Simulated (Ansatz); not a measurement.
# C₂HS radical (SMILES [C]1=CS1): functionals against CCSD(T) at one geometry

The task here is to estimate one member of a computed series from the others.

Program: Ansatz 0.2.0, Gaussian basis. Level of theory: single points in def2-TZVPP. These are calculated values, not measurements.

Correlated methods freeze the cores. Orbitals are unrestricted.

## Starting geometry

SMILES `[C]1=CS1`, 4 atoms, charge 0, spin multiplicity 2.

Atoms are counted from 1 here; the program's logs count them from 0.

Bond lengths: C1–C2 1.356 Å, C1–S3 1.848 Å, C2–S3 1.701 Å, C2–H4 1.115 Å. Angles: C2–C1–S3 61.9°, C1–C2–S3 73.4°, C1–C2–H4 157.4°, S3–C2–H4 129.3°, C1–S3–C2 44.7°.

Geometry (Å):

```xyz
4

C    -0.2515   -0.5874    0.9838
C    -0.2755    0.1809   -0.1327
S     1.3077   -0.4267    0.0059
H    -0.7117    0.8398   -0.9186
```

Set-up of the first run:

Input file run/in.yaml:

```yaml
crystal:
  periodic: [false, false, false]
  atoms:
    - {symbol: C, position_ang: [-0.251503, -0.587434, 0.983824]}
    - {symbol: C, position_ang: [-0.275523, 0.180884, -0.132704]}
    - {symbol: S, position_ang: [1.307677, -0.426655, 0.005870]}
    - {symbol: H, position_ang: [-0.711695, 0.839823, -0.918639]}
basis:
  gaussian: {orbitals: def2-TZVPP}
magnetization: {spin_polarized: true, initial_magnetization: 1}
hamiltonian: {xc: pbe, dispersion: d4}
output: {forces: true}
```

Launch:

```console
$ ansatz run in.yaml --threads 2 --pin off --events-out ev --progress --plain --max-ram 3481MiB
```

Among the steps run: PBE-D4/def2-TZVPP; r2SCAN-D4/def2-TZVPP; PBE0-D4/def2-TZVPP; wB97M-V/def2-TZVPP; CCSD(T)/def2-TZVPP.

One of the session's tables, all rows but one given; the rest of the session is left out.

| method | RMS force component (eV/Å) | angle to CCSD(T) forces (°) | dipole (D) |
| --- | --- | --- | --- |
| PBE-D4 | 0.614 | 5.5 | 2.72 |
| r2SCAN-D4 | ? | ? | ? |
| PBE0-D4 | 0.544 | 31.9 | 2.75 |
| wB97M-V | 0.609 | 32.5 | 2.75 |
| CCSD(T) | 0.718 | reference | 2.73 |

**Question.** Estimate the row for r2SCAN-D4.

As computed: RMS force component (eV/Å): 0.575; angle to CCSD(T) forces (°): 17.0; dipole (D): 2.75. In the column «RMS force component (eV/Å)» it lies between PBE0-D4 (0.544) and wB97M-V (0.609).
